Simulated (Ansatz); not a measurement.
**CH3S− (SMILES [CH2-]S): functionals against CCSD(T) at one geometry**

One table from this session's results is given with a row withheld; the runs are named, their logs left out.

Program: Ansatz 0.2.0, Gaussian basis. Level of theory: single points in def2-TZVPPD. These are calculated values, not measurements.

Correlated methods freeze the cores. B3LYP uses VWN-RPA correlation.

### The starting structure

SMILES `[CH2-]S`, 5 atoms, charge -1, spin multiplicity 1.

Atoms are counted from 1 here; the program's logs count them from 0.

Bond lengths: C1–S2 1.864 Å, C1–H3 1.232 Å, C1–H4 1.152 Å, S2–H5 1.449 Å. Angles: S2–C1–H3 105.1°, S2–C1–H4 107.5°, H3–C1–H4 102.3°, C1–S2–H5 97.4°.

As a file:

```
atom     x (Å)     y (Å)     z (Å)
  C1  -0.17210  -0.59280  -0.26570
  S2   0.25060   1.05710   0.49180
  H3  -1.37970  -0.73650  -0.06630
  H4   0.28670  -1.40930   0.40480
  H5   0.89000   1.63880  -0.67160
```

The first run:

run/in.yaml reads:

```yaml
crystal:
  periodic: [false, false, false]
  atoms:
    - {symbol: C, position_ang: [-0.172100, -0.592800, -0.265700]}
    - {symbol: S, position_ang: [0.250600, 1.057100, 0.491800]}
    - {symbol: H, position_ang: [-1.379700, -0.736500, -0.066300]}
    - {symbol: H, position_ang: [0.286700, -1.409300, 0.404800]}
    - {symbol: H, position_ang: [0.890000, 1.638800, -0.671600]}
basis:
  gaussian: {orbitals: "def2-TZVPPD.json"}
total_charge: -1
correlation: {method: ccsd_t}
output: {forces: true}
```

The basis file named in the input lies beside it (Basis Set Exchange, JSON).

The command line of these runs was not kept.

Steps of the session up to this table: CCSD(T)/def2-TZVPPD; PBE0-D4/def2-TZVPPD; wB97M-V/def2-TZVPPD; r2SCAN-D4/def2-TZVPPD; PBE-D4/def2-TZVPPD; BHLYP-D4/def2-TZVPPD; B3LYP-D4/def2-TZVPPD.

One table of the session follows, with a row left open; its other results are not shown here.

| method | RMS force component (eV/Å) | angle to CCSD(T) forces (°) |
| --- | --- | --- |
| CCSD(T) | 1.215 | reference |
| PBE0-D4 | 1.233 | 7.1 |
| wB97M-V | ? | ? |
| r2SCAN-D4 | 1.173 | 5.3 |
| PBE-D4 | 1.059 | 7.6 |
| BHLYP-D4 | 1.401 | 4.4 |
| B3LYP-D4 | 1.209 | 3.6 |

Q: Estimate the row for wB97M-V from the others.

The run gave: RMS force component (eV/Å): 1.275; angle to CCSD(T) forces (°): 3.9. In the column «RMS force component (eV/Å)» it lies between PBE0-D4 (1.233) and BHLYP-D4 (1.401).

Caveats from the session: The anion's highest level is positive in at least one run, so there the basis alone may hold the extra electron.
